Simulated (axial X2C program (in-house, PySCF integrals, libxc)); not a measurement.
**PF⁺: cheaper levels and CCSD(T), two-component**

Calculated with an in-house relativistic program for diatomic molecules. Two-component (2c) means X2C with spin–orbit coupling and atomic mean-field two-electron Coulomb and Gaunt terms. Basis: P dyall-v3z [8s7p2d1f], F dyall-av3z [7s6p3d2f] (cores contracted in-house); Gaussian nuclei, density fitting, unrestricted open shells. Masses: P 30.974 u, F 18.998 u.

State: Ω = 1/2 (⟨Sz⟩ = -0.50, ⟨Lz⟩ = 1.00 at HF); fragments P+ + F.

```
level  Re (Å)  ωe (cm⁻¹)  De (eV)
 PBE0   1.520     1041.9     5.40
   HF   1.491     1126.9     3.25
  MP2   1.524     1038.5     5.56
 CCSD   1.517     1056.7     5.09
 BP86   1.544      973.6     5.83
```

Correlated methods: 11 electrons correlated (number of frozen shells: P 2 s, 1 p; F 1 s), 167 virtual spin orbitals or spinors in MP2, 90 natural virtuals in coupled cluster.

CCSD(T), same Hamiltonian and basis:

Re = 1.524 Å, ωe = 1030.8 cm⁻¹, De = 5.28 eV; T1 = 0.020 (Lee–Taylor normalisation).

(1) Give the differences from CCSD(T) in the columns below.

The state is one determinant whose occupation by symmetry is held fixed; it was picked as the lowest of a PBE0 search that is not exhaustive. Dissociation energies refer to the lowest single-determinant-based atoms at the same level and basis. Density functionals use the spin component along the axis (collinear). Coupled cluster ran in a truncated set of natural virtual spinors; the MP2 energy of the rest was added. (T) has no such correction and the atoms are truncated less, which lowers De at CCSD(T) by a hundredth of an eV or more. In 2c an atomic determinant is not the ground J level, so De misses part of the atomic spin–orbit lowering. This holds for PBE0, MP2, CCSD, BP86, CCSD(T). The functionals have no current-density term, which raises determinants with orbital currents, atoms included.

Results:

(1) 

```csv
level,ΔRe (Å),Δωe (cm⁻¹),ΔDe (eV)
PBE0,-0.004,11,0.12
HF,-0.033,96,-2.03
MP2,0.000,8,0.28
CCSD,-0.007,26,-0.19
BP86,0.020,-57,0.55
```
